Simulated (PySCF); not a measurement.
Oxygen: a sound run and one with changed settings

Sound run: O [He] 2s2 2p4, O⁺ [He] 2s2 2p3. Calculation: PySCF 2.14, in x2c-SVPall (3s2p1d, 14 functions); the spin-free X2C one-electron Hamiltonian (Gaussian nucleus). The sound run starts from symmetry-adapted Hartree-Fock orbitals and uses a fine grid where one is needed.

Changed run: radial step 0.8 in ln r (0.13 in the sound run). This setting is unsound on purpose.

```json
{"species": "O", "method": "UHF", "sound run (hartree)": "-74.77172", "changed run (hartree)": "-74.77172", "converged": "yes"}
{"species": "O", "method": "PBE", "sound run (hartree)": "-74.96749", "changed run (hartree)": "-75.03842", "converged": "yes"}
{"species": "O", "method": "M06-L", "sound run (hartree)": "-75.04513", "changed run (hartree)": "-75.12587", "converged": "yes"}
{"species": "O⁺", "method": "UHF", "sound run (hartree)": "-74.32809", "changed run (hartree)": "-74.32809", "converged": "yes"}
{"species": "O⁺", "method": "PBE", "sound run (hartree)": "-74.45727", "changed run (hartree)": "-74.51878", "converged": "yes"}
{"species": "O⁺", "method": "M06-L", "sound run (hartree)": "-74.53485", "changed run (hartree)": "-74.63324", "converged": "yes"}
```

Ionisation energy of O:

```tsv
method	sound run (eV)	changed run (eV)
UHF	12.072	12.072
PBE	13.884	14.140
M06-L	13.885	13.405
```

A coarse radial grid mis-integrates the density and the exchange-correlation energy, with errors of either sign; Hartree-Fock needs no grid.

For comparison, NIST gives 13.618 eV between the lowest levels.
